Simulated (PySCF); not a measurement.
Series: cyclo[n]carbon rings. Gas-phase values, no solvent. Each species was relaxed from one start; no search for lower structures was made at this level. Strings in code marks are SMILES.

Method: CAM-B3LYP-D3(BJ)/def2-SVP (PySCF). Delta-SCF ions had no search for a lower state. Excitations are Tamm–Dancoff values on a coarser integration grid. The basis has no diffuse functions, so Rydberg states are missing or too high.

```json
[
 {"species": "cyclo[12]carbon `C1#CC#CC#CC#CC#CC#C1`", "vertical ionisation energy (Delta-SCF) (eV)": "8.42", "vertical electron affinity (Delta-SCF) (eV)": "1.91", "S1 excitation (TDA) (eV)": "1.92"},
 {"species": "cyclo[20]carbon `C1#CC#CC#CC#CC#CC#CC#CC#CC#CC#C1`", "vertical ionisation energy (Delta-SCF) (eV)": "7.96", "vertical electron affinity (Delta-SCF) (eV)": "2.29", "S1 excitation (TDA) (eV)": "2.00"},
 {"species": "cyclo[28]carbon `C1#CC#CC#CC#CC#CC#CC#CC#CC#CC#CC#CC#CC#CC#C1`", "vertical ionisation energy (Delta-SCF) (eV)": "7.84", "vertical electron affinity (Delta-SCF) (eV)": "2.56", "S1 excitation (TDA) (eV)": "2.14"},
 {"species": "cyclo[30]carbon `c1c#cc#cc#cc#cc#cc#cc#cc#cc#cc#cc#cc#cc#cc#cc#1`", "vertical ionisation energy (Delta-SCF) (eV)": "–", "vertical electron affinity (Delta-SCF) (eV)": "2.43", "S1 excitation (TDA) (eV)": "–"}
]
```
